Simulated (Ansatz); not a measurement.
**bcc Mo**

Method: LDA (PAW; Ansatz, an electronic-structure program).

Settings: plane-wave cutoff 500 eV, 18×18×1 k mesh (along the axes of the cell as run), Fermi–Dirac smearing 0.1 eV, scalar-relativistic PAW data made under PBE.

Cell: relaxed at this level.

| Quantity | Value |
|---|---|
| surface energy of the (111) face | 3.45 J/m² |
| work function of the (111) face | 4.28 eV |

The slab of 18 atoms is relaxed and unreconstructed.

Computed values are for the static lattice.

The result took around 23 core-minutes (rough).
